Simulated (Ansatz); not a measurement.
`COC(O)S` + H₂S → `OC(S)S` + CH₃OH  (substitution at a C–O bond)

Gas-phase electronic energies from Ansatz, PBE0-D4/def2-TZVP geometries. CCSD(T)/CBS is the MP2 limit (def2-TZVPP, def2-QZVPP) plus CCSD(T) − MP2 in def2-TZVPP, frozen cores. This one scheme is used for every species. One conformer a species, not always the lowest.

```
  species  SCS-MP2/def2-QZVPP energy (Eh)
`COC(O)S`                      -627.66502
      H₂S                      -398.93269
 `OC(S)S`                      -911.03300
    CH₃OH                      -115.56242
```

**Question.** Work out ΔE.

**Answer.** ΔE = (-911.03300) + (-115.56242) − (-627.66502) − (-398.93269) = 0.00229 Eh = +1.4 kcal/mol. CCSD(T)/CBS gives +1.6 kcal/mol.

Largest T1 diagnostic among the species: 0.012.

In def2-TZVPP, CCSD(T) changes the Hartree–Fock value by −2.1 kcal/mol (the triples alone add −0.4 kcal/mol) and MP2 by −3.6 kcal/mol.
